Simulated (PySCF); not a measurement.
Structure problem from calculated spectra and properties.

Elements present: C, H and N. Monoisotopic mass: 46.0651 u (electron mass counted); charge +1.

| Item | Value |
| --- | --- |
| Triplet | lowest triplet excitation (Tamm–Dancoff): 10.18 eV [TDA CAM-B3LYP/def2-SVPD] |
| Valence photoelectron | vertical ionisation energy: 19.46 eV [ΔSCF CAM-B3LYP/def2-SVPD] |
| UV, first state | lowest singlet excitation: 10.51 eV (118 nm, f = 0.014) [TDDFT CAM-B3LYP/def2-SVPD] |
| 13C NMR | chemical shifts (computed TMS as zero) by class: 39.2 (2 C) ppm [GIAO PBE0/pcSseg-1] |
| 1H NMR | chemical shifts (computed TMS as zero) by class: 4.22 (2 H), 3.29 (6 H) ppm [GIAO PBE0/pcSseg-1] |
| UV, strongest line | among the 10 lowest singlet transitions: S7 at 12.33 eV (101 nm, f = 0.125) [TDDFT CAM-B3LYP/def2-SVPD] |
| XPS | C1s 298.0 (×2), N1s 414.8 eV [ΔSCF SCAN, pcX-2 on the ionised atom, pcseg-1 elsewhere, spin-free X2C] |
| Rotational structure | rotational constants A, B, C: 30.381, 8.750, 7.750 GHz [PBE0-D3(BJ)/def2-SVP] |

The electronic properties come from PySCF, for the isolated species, density fitting. Levels stand in brackets. Isolated species at its PBE0-D3(BJ)/def2-SVP geometry, gas phase. NMR values are class means; diastereotopic atoms form classes of their own.

Question: Which formula fits the mass and the elements?

Answer: C2H8N (calculated 46.0651). No other formula that holds each of these elements comes within 0.0003 u with a fitting electron parity and a possible valence count.

Question: Give a SMILES that accounts for the data.

Answer: Numbering: `[CH3:1][NH2+:2][CH3:3]`. 2 carbons fall into 1 class: N-methyl carbon [C1/C3] (39.2 ppm, 2 C). Hydrogen classes from least to most shielded: 2 H on an ammonium nitrogen, N2 (4.22 ppm), 6 H on 2 N-methyl carbons, C1/C3 (3.29 ppm). The core levels belong to: C1s 298.0 eV, N-methyl carbon [C1/C3]; N1s 414.8 eV, ammonium nitrogen [N2]. S1 is mainly HOMO→LUMO (weight 0.96); the largest Löwdin shares of the orbital it empties are 0.26 on each of 2 atoms of one kind (N-methyl carbon) and 0.15 on each of 2 atoms of one kind (methyl hydrogen), of the orbital it fills 0.18 on each of 2 atoms of one kind (N–H hydrogen) and 0.16 on the ammonium nitrogen. The optimised geometry has point group C2v and is an asymmetric top. Structure: `C[NH2+]C`. Computed isomers that give other values at the same levels: `CC[NH3+]` (13C chemical shifts (computed TMS as zero) by class: 44.7 (1 C), 13.8 (1 C) ppm). The assignments are read from this structure; whether some other isomer fits the data as well wasn't checked.
